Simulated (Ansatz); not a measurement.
I need a ladder of methods at one geometry of C2H3ClO2, SMILES OC(O)=CCl. Use Ansatz 0.2.0 through its Python package. Use (for the species named): HSE06, def2-SVP basis, multiplicity 1. The script varies functional: hse06, hf, r2scan0, lc_wpbe.

```yaml
atoms:
  - { symbol: O, position_ang: [-1.4917, 0.4345, -0.4936] }
  - { symbol: C, position_ang: [-0.2539, 0.1848, -0.1608] }
  - { symbol: O, position_ang: [0.6735, 1.0566, -0.6311] }
  - { symbol: C, position_ang: [0.1014, -0.8769, 0.5774] }
  - { symbol: Cl, position_ang: [1.6155, -1.3342, 1.0413] }
  - { symbol: H, position_ang: [-1.4548, 1.3109, -1.0336] }
  - { symbol: H, position_ang: [1.5919, 0.7229, -0.2910] }
  - { symbol: H, position_ang: [-0.6898, -1.5557, 0.9356] }
```

Script `c2h3clo2.py`:
```python
"""C2H3ClO2 at several levels of theory."""

from dataclasses import dataclass
from pathlib import Path

import ansatz as az
import numpy as np


@dataclass(frozen=True)
class Options:
    basis_set: str = "def2-SVP"


settings = Options()

geometry_ang = [
    ("O", (-1.4917, 0.4345, -0.4936)),
    ("C", (-0.2539, 0.1848, -0.1608)),
    ("O", (0.6735, 1.0566, -0.6311)),
    ("C", (0.1014, -0.8769, 0.5774)),
    ("Cl", (1.6155, -1.3342, 1.0413)),
    ("H", (-1.4548, 1.3109, -1.0336)),
    ("H", (1.5919, 0.7229, -0.291)),
    ("H", (-0.6898, -1.5557, 0.9356)),
]
c2h3clo2 = az.Crystal.molecule()
for symbol, xyz in geometry_ang:
    c2h3clo2 = c2h3clo2.atom(symbol, xyz)

base = c2h3clo2.calculation().basis(gaussian=settings.basis_set)

print("functional    E (Ha)        dipole (D)   HOMO (eV)  LUMO (eV)")
for name in ["hse06", "hf", "r2scan0", "lc_wpbe"]:
    summary = base.functional(name).forces().orbitals().run(runs_dir="runs").report
    lines = Path(summary["orbitals_path"]).read_text().splitlines()
    field_of = lambda key: [line.split("=")[1].strip() for line in lines if line.startswith(key)]
    orbitals = [(27.211386 * float(e), s, float(n)) for e, s, n in zip(field_of("Ene="), field_of("Spin="), field_of("Occup="))]
    homo = max(e for e, _, n in orbitals if n > 0.5)
    lumo = min(e for e, _, n in orbitals if n < 0.5)
    dipole = 4.803205 * np.linalg.norm(summary["charge_distribution"]["dipole_moment_e_ang"])
    print(f"{name:10s} {summary['free_energy_ev'] / 27.211386246:14.6f} {dipole:9.3f} {homo:11.3f} {lumo:10.3f}")
```

```console
$ python c2h3clo2.py
functional    E (Ha)        dipole (D)   HOMO (eV)  LUMO (eV)
hse06         -687.894907     1.703      -5.401      0.609
hf            -686.337026     1.746      -8.625      4.397
r2scan0       -688.124813     1.749      -5.997      1.423
lc_wpbe       -688.047229     1.790      -8.458      3.400
```

What to keep in mind:
- Total energies depend on the basis set; only differences at equal settings carry meaning.
- The geometry is a force-field or estimated start, not a minimum of this method, and the basis set is short of its limit. A lower total doesn't mark the better method: functionals have no common bound, and MP2 and coupled cluster aren't variational.
- Levels such as HOMO and LUMO are orbital energies: with these approximate functionals they aren't the ionisation energy and electron affinity, and their gap isn't the fundamental gap.
- hse06 follows the composition of plane-wave codes, whose totals differ by tens of mHa, up to about 0.1 Ha, from the form usual in Gaussian-basis programs (wpbeh).
- Timing: 15 s on 1 thread of Arm Neoverse V1, with other jobs on the host, peak memory 0.25 GiB.

(Lines on the test bed's own set-up are left out of the output.)
